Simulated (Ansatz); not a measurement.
Ansatz (a quantum-chemistry and plane-wave program) input (CCSD(T)/def2-TZVPP):

Ansatz 0.2 input:
```yaml
crystal:
  periodic: [false, false, false]
  atoms:
    - {symbol: O, position_ang: [0.13599357, 0.55950266, -0.34160035]}
    - {symbol: O, position_ang: [-0.15958912, -0.65619836, 0.39793467]}
    - {symbol: H, position_ang: [1.05373037, 0.81572862, -0.07966861]}
    - {symbol: H, position_ang: [-0.34774107, -1.27257644, -0.34513535]}
    - {symbol: H, position_ang: [-0.51722487, 1.23041339, -0.02587059]}
basis:
  gaussian:
    orbitals: def2-TZVPP
total_charge: 1
magnetization: {spin_polarized: false}
correlation: {method: ccsd_t, electrons: outside_noble_gas}
```

End of the output:

```
2 core orbitals not correlated
reference -4112.10903831 eV, -151.1172198703 hartree; 7, 7 occupied and 95, 95 virtual orbitals, 644 factors
second order -13.21527820 eV of doubles, -0.00000000 eV of singles
coupled cluster: 0.29 GiB planned
cycle   1  -13.17296930 eV  change    4.2e-2 eV  update   6.8e-2
cycle   2  -13.50132568 eV  change   -3.3e-1 eV  update   2.1e-2
cycle   3  -13.57060103 eV  change   -6.9e-2 eV  update   1.0e-2
cycle   4  -13.56472744 eV  change    5.9e-3 eV  update   2.5e-3
cycle   5  -13.56546204 eV  change   -7.3e-4 eV  update   1.2e-3
cycle   6  -13.56574250 eV  change   -2.8e-4 eV  update   4.0e-4
cycle   7  -13.56558488 eV  change    1.6e-4 eV  update   1.5e-4
cycle   8  -13.56559368 eV  change   -8.8e-6 eV  update   5.1e-5
cycle   9  -13.56559403 eV  change   -3.5e-7 eV  update   1.7e-5
perturbative correction -0.47543199 eV, -0.0174718035 hartree
Total energy: -4126.15006433 eV, -151.6332180592 hartree
```

It need not be the lowest isomer of its formula.
